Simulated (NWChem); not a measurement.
System: CH3O cation; SMILES C=[OH+]

Computed with NWChem. Coordinates come from a PBE-D3(BJ)/def2-SVP optimisation.

Estimate the computed values for PBE0/STO-3G. Quantities: highest occupied level (eV); orbital gap (eV).


| Item | Value |
|---|---|
| highest occupied level (eV) | -17.62 |
| orbital gap (eV) | 8.55 |
